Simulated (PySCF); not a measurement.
## Magnesium: a sound run and one with changed settings

Sound run: Mg [Ne] 3s2, Mg⁺ [Ne] 3s1. Computed with PySCF 2.14 in pcseg-2 (5s3p1d, 19 functions), with no relativity, point nucleus. The sound run starts from symmetry-adapted Hartree-Fock orbitals and uses a fine grid where one is needed.

A second run was set up differently.

```json
{"species": "Mg", "method": "UHF", "sound run (hartree)": "-199.60382", "changed run (hartree)": "-199.60382", "converged": "yes"}
{"species": "Mg", "method": "MN15", "sound run (hartree)": "-200.00489", "changed run (hartree)": "-200.00616", "converged": "yes"}
{"species": "Mg", "method": "r2SCAN", "sound run (hartree)": "-200.03832", "changed run (hartree)": "-200.03758", "converged": "yes"}
{"species": "Mg⁺", "method": "UHF", "sound run (hartree)": "-199.36124", "changed run (hartree)": "-199.36124", "converged": "yes"}
{"species": "Mg⁺", "method": "MN15", "sound run (hartree)": "-199.72500", "changed run (hartree)": "-199.72627", "converged": "yes"}
{"species": "Mg⁺", "method": "r2SCAN", "sound run (hartree)": "-199.76825", "changed run (hartree)": "-199.76729", "converged": "yes"}
```

Ionisation energy of Mg:

```tsv
method	sound run (eV)	changed run (eV)
UHF	6.601	6.601
MN15	7.616	7.616
r2SCAN	7.349	7.355
```

(1) What was changed?
A. radial grid too coarse
B. level shift left on
C. minimal basis
D. basis contracted for another Hamiltonian

## Answers

(1) A. It used radial step 0.3 in ln r (0.13 in the sound run). A coarse radial grid mis-integrates the density and the exchange-correlation energy, with errors of either sign; Hartree-Fock needs no grid.
